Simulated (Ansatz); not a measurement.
Ansatz (an electronic-structure program) input (B3LYP/6-31G*):

Ansatz 0.2 input:
```yaml
crystal:
  periodic: [false, false, false]
  atoms:
    - {symbol: Li, position_ang: [-0.00000000, -0.00000000, -0.43508260]}
    - {symbol: H, position_ang: [0.00000000, 0.00000000, 1.30524781]}
basis:
  gaussian:
    orbitals: 6-31G*
hamiltonian:
  xc: {name: B3LYP}
total_charge: -1
magnetization: {spin_polarized: true, initial_magnetization: 1}
phonons: {temperatures: {t_min: 298.15, t_max: 298.15, t_step: 100}}
```

Output:

```
WARN ansatz: RAYON_NUM_THREADS=1 ignored (pool sized by the plan → 1); use --threads N
Functional definition: B3LYP
integrals: 0.00 GiB planned
193 factors; integrals over basis functions are off by at most 2.8e-4 eV
mean field: 0.05 GiB planned
mean field evaluation 1: about -219.7640 eV, gradient 2.4e0 eV
mean field evaluation 2: about -219.9487 eV, gradient 2.1e0 eV
mean field evaluation 4: about -220.0147 eV, gradient 1.7e-1 eV
mean field evaluation 8: about -220.0151 eV, gradient 3.8e-3 eV
mean field evaluation 16: about -220.0151 eV, gradient 2.4e-5 eV
mean field -220.01514325 eV, -8.0854073827 hartree, gradient 2.4e-5 eV, S^2 0.750730; 2 other end points of the search recorded, 0 dependent functions left out
the calculation of the forces begins
reference -220.01532160 eV, -8.0854139371 hartree; 3, 2 occupied and 14, 15 virtual orbitals, 193 factors
these checks for a lower state are left out or cut short: stability, starts, cluster_reference, orbital_swaps, neighbouring_geometries, increment
integrals: 0.00 GiB planned
193 factors; integrals over basis functions are off by at most 2.8e-4 eV
mean field: 0.05 GiB planned
mean field -220.01514325 eV, -8.0854073827 hartree, gradient 8.0e-7 eV, S^2 0.750730; 0 other end points of the search recorded, 0 dependent functions left out
the calculation of the forces begins
reference -220.01532160 eV, -8.0854139371 hartree; 3, 2 occupied and 14, 15 virtual orbitals, 193 factors
these checks for a lower state are left out or cut short: stability, starts, cluster_reference, orbital_swaps, neighbouring_geometries, increment
integrals: 0.00 GiB planned
193 factors; integrals over basis functions are off by at most 2.8e-4 eV
mean field: 0.05 GiB planned
mean field -220.01514325 eV, -8.0854073827 hartree, gradient 8.0e-7 eV, S^2 0.750730; 0 other end points of the search recorded, 0 dependent functions left out
the calculation of the forces begins
reference -220.01532160 eV, -8.0854139371 hartree; 3, 2 occupied and 14, 15 virtual orbitals, 193 factors
these checks for a lower state are left out or cut short: stability, starts, cluster_reference, orbital_swaps, neighbouring_geometries, increment
integrals: 0.00 GiB planned
193 factors; integrals over basis functions are off by at most 2.8e-4 eV
mean field: 0.05 GiB planned
mean field evaluation 32: about -220.0151 eV, gradient 5.9e-3 eV
mean field -220.01514325 eV, -8.0854073827 hartree, gradient 8.0e-7 eV, S^2 0.750730; 0 other end points of the search recorded, 0 dependent functions left out
the calculation of the forces begins
reference -220.01532160 eV, -8.0854139371 hartree; 3, 2 occupied and 14, 15 virtual orbitals, 193 factors
these checks for a lower state are left out or cut short: stability, starts, cluster_reference, orbital_swaps, neighbouring_geometries, increment
integrals: 0.00 GiB planned
193 factors; integrals over basis functions are off by at most 2.8e-4 eV
mean field: 0.05 GiB planned
mean field -220.01514325 eV, -8.0854073827 hartree, gradient 8.0e-7 eV, S^2 0.750730; 0 other end points of the search recorded, 0 dependent functions left out
the calculation of the forces begins
reference -220.01532160 eV, -8.0854139371 hartree; 3, 2 occupied and 14, 15 virtual orbitals, 193 factors
these checks for a lower state are left out or cut short: stability, starts, cluster_reference, orbital_swaps, neighbouring_geometries, increment
integrals: 0.00 GiB planned
193 factors; integrals over basis functions are off by at most 2.8e-4 eV
mean field: 0.05 GiB planned
mean field -220.01513113 eV, -8.0854069373 hartree, gradient 8.7e-7 eV, S^2 0.750728; 0 other end points of the search recorded, 0 dependent functions left out
the calculation of the forces begins
reference -220.01530947 eV, -8.0854134912 hartree; 3, 2 occupied and 14, 15 virtual orbitals, 193 factors
these checks for a lower state are left out or cut short: stability, starts, cluster_reference, orbital_swaps, neighbouring_geometries, increment
integrals: 0.00 GiB planned
193 factors; integrals over basis functions are off by at most 2.8e-4 eV
mean field: 0.05 GiB planned
mean field -220.01513061 eV, -8.0854069182 hartree, gradient 2.3e-6 eV, S^2 0.750733; 0 other end points of the search recorded, 0 dependent functions left out
the calculation of the forces begins
reference -220.01530897 eV, -8.0854134730 hartree; 3, 2 occupied and 14, 15 virtual orbitals, 193 factors
these checks for a lower state are left out or cut short: stability, starts, cluster_reference, orbital_swaps, neighbouring_geometries, increment
integrals: 0.00 GiB planned
193 factors; integrals over basis functions are off by at most 2.8e-4 eV
mean field: 0.05 GiB planned
mean field evaluation 64: about -220.0151 eV, gradient 1.3e-6 eV
mean field -220.01514325 eV, -8.0854073827 hartree, gradient 8.0e-7 eV, S^2 0.750730; 0 other end points of the search recorded, 0 dependent functions left out
the calculation of the forces begins
reference -220.01532160 eV, -8.0854139371 hartree; 3, 2 occupied and 14, 15 virtual orbitals, 193 factors
these checks for a lower state are left out or cut short: stability, starts, cluster_reference, orbital_swaps, neighbouring_geometries, increment
integrals: 0.00 GiB planned
193 factors; integrals over basis functions are off by at most 2.8e-4 eV
mean field: 0.05 GiB planned
mean field -220.01514325 eV, -8.0854073827 hartree, gradient 8.0e-7 eV, S^2 0.750730; 0 other end points of the search recorded, 0 dependent functions left out
the calculation of the forces begins
reference -220.01532160 eV, -8.0854139371 hartree; 3, 2 occupied and 14, 15 virtual orbitals, 193 factors
these checks for a lower state are left out or cut short: stability, starts, cluster_reference, orbital_swaps, neighbouring_geometries, increment
integrals: 0.00 GiB planned
193 factors; integrals over basis functions are off by at most 2.8e-4 eV
mean field: 0.05 GiB planned
mean field -220.01514325 eV, -8.0854073827 hartree, gradient 8.0e-7 eV, S^2 0.750730; 0 other end points of the search recorded, 0 dependent functions left out
the calculation of the forces begins
reference -220.01532160 eV, -8.0854139371 hartree; 3, 2 occupied and 14, 15 virtual orbitals, 193 factors
these checks for a lower state are left out or cut short: stability, starts, cluster_reference, orbital_swaps, neighbouring_geometries, increment
integrals: 0.00 GiB planned
193 factors; integrals over basis functions are off by at most 2.8e-4 eV
mean field: 0.05 GiB planned
mean field -220.01514325 eV, -8.0854073827 hartree, gradient 8.0e-7 eV, S^2 0.750730; 0 other end points of the search recorded, 0 dependent functions left out
the calculation of the forces begins
reference -220.01532160 eV, -8.0854139371 hartree; 3, 2 occupied and 14, 15 virtual orbitals, 193 factors
these checks for a lower state are left out or cut short: stability, starts, cluster_reference, orbital_swaps, neighbouring_geometries, increment
integrals: 0.00 GiB planned
193 factors; integrals over basis functions are off by at most 2.8e-4 eV
mean field: 0.05 GiB planned
mean field -220.01513061 eV, -8.0854069182 hartree, gradient 2.3e-6 eV, S^2 0.750733; 0 other end points of the search recorded, 0 dependent functions left out
the calculation of the forces begins
reference -220.01530897 eV, -8.0854134730 hartree; 3, 2 occupied and 14, 15 virtual orbitals, 193 factors
these checks for a lower state are left out or cut short: stability, starts, cluster_reference, orbital_swaps, neighbouring_geometries, increment
integrals: 0.00 GiB planned
193 factors; integrals over basis functions are off by at most 2.8e-4 eV
mean field: 0.05 GiB planned
mean field evaluation 96: about -220.0151 eV, gradient 3.5e-6 eV
mean field -220.01513113 eV, -8.0854069373 hartree, gradient 8.7e-7 eV, S^2 0.750728; 0 other end points of the search recorded, 0 dependent functions left out
the calculation of the forces begins
reference -220.01530947 eV, -8.0854134912 hartree; 3, 2 occupied and 14, 15 virtual orbitals, 193 factors
Total energy: -220.01532160 eV, -8.0854139371 hartree
Atom 0 at    -0.000000    -0.000000    -0.435083 Å, force     0.000000     0.000000     0.000116 eV/Å
Atom 1 at     0.000000     0.000000     1.305248 Å, force    -0.000000    -0.000000    -0.000116 eV/Å
Dipole moment:    -0.000000    -0.000000     0.353845 e Å
Vibrations: 1106.36 cm⁻¹, zero-point energy 0.068586 eV
```

The blocks after the first are displaced geometries, from whose forces the wavenumbers follow.

The dipole moment of an ion depends on the origin.
